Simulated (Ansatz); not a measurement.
For hcp Co, r²SCAN-D4 in Ansatz (PAW) gives:

| Property | Value |
|---|---|
| lattice constant a | 2.465 Å |
| lattice parameter c | 4.007 Å |
| magnetic moment | 1.75 μB |

Q: What does B3LYP (VWN-RPA form) (PAW; Ansatz, a program for electronic structure) give for the same quantities?

A: 
- lattice constant a: 2.499 Å (grows by 1.4 %)
- lattice parameter c: 4.084 Å (rises by 1.9 %)
- magnetic moment: 1.77 μB (hardly moves)

For comparison: lattice constant a 2.507 Å (measured, 293 K, not corrected to a static lattice; as tabulated in Wikipedia's data pages); lattice parameter c 4.07 Å (measured, 293 K, no zero-point or thermal correction; as tabulated in Wikipedia's data pages).

Changes are worked out from the printed values.

Unless a cell is named, each level is at its own relaxed cell (r²SCAN-D4 10.55, B3LYP (VWN-RPA form) 11.05 Å³/atom).

Spin-polarised runs: r²SCAN-D4 (parallel moments), B3LYP (VWN-RPA form) (parallel moments).

Ansatz's density-functional and Hartree–Fock values are scalar-relativistic unless marked +SOC, with PAW data made under PBE.
